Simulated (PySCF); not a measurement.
**Peak assignment**

Geometry:
| atom | x (Å) | y (Å) | z (Å) |
| --- | --- | --- | --- |
| F1 | 2.024 | -1.293 | -0.204 |
| C2 | 0.924 | -0.572 | -0.208 |
| C3 | 0.268 | 0.124 | -1.143 |
| C4 | -0.808 | 0.543 | -0.159 |
| C5 | 0.034 | -0.179 | 0.929 |
| F6 | -0.594 | -1.183 | 1.607 |
| H7 | 0.446 | 0.352 | -2.194 |
| H8 | -1.785 | 0.056 | -0.296 |
| H9 | -0.952 | 1.626 | -0.011 |
| H10 | 0.497 | 0.501 | 1.665 |

PySCF 2.14.0 with density-fitted response routines calculation with σ from GIAO-KT3/pcSseg-2, structure optimised with PBE0-D3(BJ)/def2-SVP and spin–spin couplings from B3LYP/pcJ-1 (spin–dipole term only in couplings to heteroatoms); gas phase, single conformer, non-relativistic.

Shifts are taken against calculated references (same method and geometry level): $^{13}$C (σ = 181.31 ppm), $^{1}$H (σ = 31.35 ppm) against TMS.

(1) Assign these signals to the numbered atoms. $^{13}$C{$^{1}$H} NMR (computed): δ 155.3 (dd, J = 423.8, 18.5 Hz), 105.0 (dd, J = 15.7, 7.4 Hz), 92.4 (dd, J = 281.4, 21.2 Hz), 32.5 (dd, J = 20.5, 19.5 Hz).

(2) Assign these signals to the numbered atoms. $^{1}$H NMR (600 MHz, computed): δ 5.58 (m, 1H), 5.07 (ddq, J = 9.7, 5.0, 1.4 Hz, 1H), 2.39 (m, 1H), 2.15 (m, 1H).

Results:

(1) 
155.3 → C2, fully substituted alkene carbon: the olefinic region
105.0 → C3, alkene CH: an sp2 carbon of a C=C bond
92.4 → C5, allylic sp3 CH bonded to F: pulled downfield by the heteroatom
32.5 → C4, allylic sp3 CH2: aliphatic region, no heteroatom directly attached

(2) 
5.58 → H10, hydrogen on an allylic sp3 CH bonded to F: its carbon carries F, an electronegative neighbour
5.07 → H7, hydrogen on an alkene CH: olefinic region
2.39 → H9, hydrogen on an allylic sp3 CH2: allylic position
2.15 → H8, hydrogen on an allylic sp3 CH2

Common functionals overestimate the size of one-bond C–F couplings by tens of Hz; these are unscaled. Splittings below 1 Hz are ignored in the labels, and close J values are merged. Unscaled 3J(H,H) at this level run about 10 % above measured values. Shifts are as computed, not scaled to solution data. Of 1309 compounds with measured shifts, 239 miss one by over three times the rms of a fit or turn the order of signals round; such compounds aren't used in these exercises.
